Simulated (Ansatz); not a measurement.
## triplet LiN: levels of theory in one basis

```xyz
2

Li    0.0046   -0.0050   -0.9764
N    -0.0100    0.0101    0.9748
```

Basis set: def2-SVP (spherical functions). Frozen core: 1 orbital. Correlation on ROHF uses semicanonical orbitals with singles. Charge 0, multiplicity 3.

Computed with Ansatz (development build ahead of 0.2.0); each method stands on the lowest determinant of its kind that the runs found.

```tsv
method	E − E(ROHF) (eV)	<S²> of the determinant
ROHF	0.00	2.00
UHF	-0.14	2.03
ROHF-MP2	-3.02	–
UHF-MP2	-3.03	2.03
ROHF-CCSD(T)	-3.55	–
UHF-CCSD(T)	-3.55	2.03
```

(1) Is a single determinant a sound starting point here?

Results:

(1) By this sign, yes. Unrestricted orbitals gain 0.14 eV and <S²> is 2.03 against 2.00 for a pure state.
